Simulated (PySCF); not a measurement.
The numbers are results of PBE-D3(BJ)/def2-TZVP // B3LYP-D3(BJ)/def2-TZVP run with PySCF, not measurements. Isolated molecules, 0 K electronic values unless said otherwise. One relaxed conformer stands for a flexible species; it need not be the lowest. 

Reference species (SMILES): `S` (neutral, multiplicity 1).

```
Item              Value
-------------  --------
HOMO           -6.19 eV
HOMO–LUMO gap   5.76 eV
```

Changed species: `O=C(C)S` (O–C–S–H torsion 180°) (X = acetyl; the reference has X = H).

Q: What does the change do to the HOMO and HOMO–LUMO gap?

A: the HOMO falls by 0.12 eV, to -6.31 eV; the HOMO–LUMO gap decreases by 1.23 eV, to 4.53 eV.
